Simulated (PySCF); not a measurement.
## Induced dipoles and field energies

Compound: C₃H₄N₂.
Geometry (PBE0-D3(BJ)/def2-SVP, Å), atoms numbered from 1 in this order:
```
atom  x, y, z in Å
C1    -1.290    0.216    0.199
C2     0.122   -0.276    0.230
N3     0.429   -1.463   -0.108
C4     1.126    0.685    0.669
N5     1.944    1.429    1.015
H6    -1.942   -0.596   -0.145
H7    -1.382    1.081   -0.477
H8    -1.604    0.550    1.200
H9     1.437   -1.623   -0.025
```

Level: wB97X-D/def2-SVPD (PySCF); nuclei fixed, core orbitals frozen in the response. Permanent dipole (-1.911, -0.505, -0.416) D (1 au = 2.5417 D). Static polarisability (au):

```
x   52.07  3.74  3.56
y    3.74 55.35  7.21
z    3.56  7.21 37.06
```

Only the terms in μ and α are kept: μ(F) = μ + αF and ΔE = −μ·F − ½ F·αF.

(1) What do fields of 0.154 V/Å (0.003 au) along the six axis directions do?

(2) For the field (0.0000, -0.0003, -0.0027) au, what is the induced dipole, and what angle does it make with the field?

(3) At what field along the permanent dipole would the induced dipole along it equal the permanent one, in this linear picture?

(4) What field makes μF equal to kT at 200 K?

(5) A unit point charge sits 8 Å away. Estimate the induction energy −αe²/2R⁴ with the mean polarisability, treating the molecule as a point.

Answers

(1) 
```
field along  induced x (D)  induced y (D)  induced z (D)  total size (D)  −μ·F (kJ/mol)  −½F·αF (kJ/mol)
         +x          0.397          0.029          0.027           1.634         +5.922           -0.615
         −x         -0.397         -0.029         -0.027           2.410         -5.922           -0.615
         +y          0.029          0.422          0.055           1.919         +1.565           -0.654
         −y         -0.029         -0.422         -0.055           2.201         -1.565           -0.654
         +z          0.027          0.055          0.283           1.941         +1.289           -0.438
         −z         -0.027         -0.055         -0.283           2.135         -1.289           -0.438
```

(2) αF = (-0.027, -0.092, -0.260) D, at 14.2° to the field. The polarisability along this direction, F·αF/F², is 38.87 au, against a mean of 48.16 au.

(3) The polarisability along the dipole is 55.54 au, so F = 0.7947 au / 55.54 au = 0.0143 au = 0.74 V/Å; higher-order terms are ignored.

(4) kT = 0.6334 × 10⁻³ Eh, so F = 0.000797 au = 4.1 MV/cm.

(5) R = 15.12 bohr, so the energy is −48.2/(2 × 15.12⁴) Eh = -1.21 kJ/mol. The charge–dipole term at its most favourable orientation, −μe/R², is -9.13 kJ/mol.

Isolated species at its PBE0-D3(BJ)/def2-SVP geometry, gas phase.

These values come from a run that also computed excited states and ΔSCF ions. Hardware: an Arm Neoverse V2 with one thread, no GPU, on a shared host. Cost: 34 s of wall time.

The pairwise dispersion term of wB97X-D wasn't added to the energies; at a given geometry it leaves orbitals and properties as they are.
